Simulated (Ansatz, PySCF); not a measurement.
Gas-phase reaction in SMILES: O=[C]O -> [C-](O)=O (an electron is taken up)

Wanted: adiabatic electron affinity (0 K, with zero-point energies), in eV. Positive where the reaction releases energy. Conventions: open shells spin-unrestricted; six Cartesian d functions in 6-31G* and its kin unless marked 5d; valence correlation only; spin-orbit terms left out; dispersion terms only where a functional's name holds one; 6-311+G** with 5d; non-relativistic. Basis-set limits of correlation are two-point, X^-3; Hartree-Fock from the larger set. [CCSD(T)-MP2]/basis is that difference in the basis named. First-principles rows: single points at B3LYP-D3(BJ) geometries (Ansatz, a quantum-chemistry and plane-wave program), with unscaled harmonic terms from B3LYP/6-31G* at its own minima. Sets without +, aug- or the D of def2-TZVPD hold no diffuse functions, which anions need.

Coupled cluster (Ansatz) is a level with limits of its own, used here on species with T1 under 0.025 (0.045 for open shells) and stable references: RI-MP2/CBS(aug-cc-pVTZ,aug-cc-pVQZ)+[CCSD(T)-MP2]/aug-cc-pVTZ.

Value to compare with, RI-MP2/CBS(aug-cc-pVTZ,aug-cc-pVQZ)+[CCSD(T)-MP2]/aug-cc-pVTZ (Ansatz): 1.56 eV.

| level | program | adiabatic electron affinity (0 K, with zero-point energies) (eV) | difference |
|---|---|---|---|
| HF/6-31G* | Ansatz | -0.40 | -1.96 |
| PBE/STO-3G | Ansatz | -3.84 | -5.40 |
| PBE/6-31G* | Ansatz | 0.34 | -1.22 |
| PBE/6-311+G** | Ansatz | 1.45 | -0.11 |
| BP86/6-31G* (5d) | PySCF | 0.49 | -1.07 |
| B3LYP/3-21G | Ansatz | 0.24 | -1.32 |
| B3LYP/def2-SVP | Ansatz | 0.66 | -0.90 |
| PBE0/6-31G* | Ansatz | 0.39 | -1.17 |
| MP2/6-31G* | Ansatz | 0.22 | -1.34 |
| PBE/def2-TZVPD | Ansatz | 1.42 | -0.14 |
| PBE0/def2-TZVPD | Ansatz | 1.27 | -0.29 |
| B2PLYP-D3(BJ)/def2-TZVPD | Ansatz + dftd3 | 1.41 | -0.15 |

Among the 9 habitual levels, PBE/STO-3G lies farthest from RI-MP2/CBS(aug-cc-pVTZ,aug-cc-pVQZ)+[CCSD(T)-MP2]/aug-cc-pVTZ (Ansatz) (-5.40 eV) and PBE/6-311+G** nearest (-0.11); 0 of 9 lie above it, and their mean absolute difference is 1.61 eV, the median 1.22. One case shows no general order.

The levels are drawn from those run, B3LYP/6-31G* more often than the rest, none by its result; runs whose electronic state is in doubt are left out.
